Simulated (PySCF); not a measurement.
Below is a simulated gas-phase C 1s photoelectron spectrum of `CCCCl`.

Every computed line was given a Gaussian of 0.7 eV full width at half maximum and an area set by the number of equivalent atoms; the highest printed point is 100. The calculation used PySCF, delta-SCF UKS SCAN, pcX-2 on the ionised atom, pcseg-1 elsewhere, spin-free X2C.

| binding energy (eV) | intensity |
| --- | --- |
| 289.8 | 0 |
| 289.9 | 1 |
| 290.0 | 2 |
| 290.1 | 4 |
| 290.2 | 8 |
| 290.3 | 16 |
| 290.4 | 27 |
| 290.5 | 42 |
| 290.6 | 59 |
| 290.7 | 76 |
| 290.8 | 91 |
| 290.9 | 99 |
| 291.0 | 100 |
| 291.1 | 93 |
| 291.2 | 80 |
| 291.3 | 63 |
| 291.4 | 46 |
| 291.5 | 32 |
| 291.6 | 22 |
| 291.7 | 18 |
| 291.8 | 20 |
| 291.9 | 27 |
| 292.0 | 38 |
| 292.1 | 49 |
| 292.2 | 56 |
| 292.3 | 58 |
| 292.4 | 54 |
| 292.5 | 45 |
| 292.6 | 33 |
| 292.7 | 22 |
| 292.8 | 13 |
| 292.9 | 7 |
| 293.0 | 3 |
| 293.1 | 1 |
| 293.2 | 1 |
| 293.3 | 0 |

How many maxima does the curve show, and how many computed lines lie under it?

The curve has 2 maxima (at 291.0 and 292.3 eV). Under it lie 3 lines from 3 inequivalent carbon sites. At this width some lines have no maximum of their own.

Decompose the envelope and assign each component. Numbering: `[CH3:1][CH2:2][CH2:3][Cl:4]`.

```json
{"position (eV)": "290.80", "relative area": "1", "line": "C 1s", "atoms": "C1", "environment": "methyl carbon"}
{"position (eV)": "291.12", "relative area": "1", "line": "C 1s", "atoms": "C2", "environment": "chain CH2 carbon"}
{"position (eV)": "292.28", "relative area": "1", "line": "C 1s", "atoms": "C3", "environment": "sp3 C–Cl carbon"}
```

Lowest listed C 1s: C1, bonded to C and 3 H. Highest, 1.48 eV above it: C3, bonded to Cl, C and 2 H. The widest gap between neighbouring values is 1.16 eV, between 291.12 and 292.28 eV.

Shake-up satellites, vibrational structure and lifetime widths aren't simulated. Isolated species at its PBE0-D3(BJ)/def2-SVP geometry (one conformer only).

Conformer computed: `[CH3:1][CH2:2][CH2:3][Cl:4]`: C1–C2–C3–Cl4 -63°.
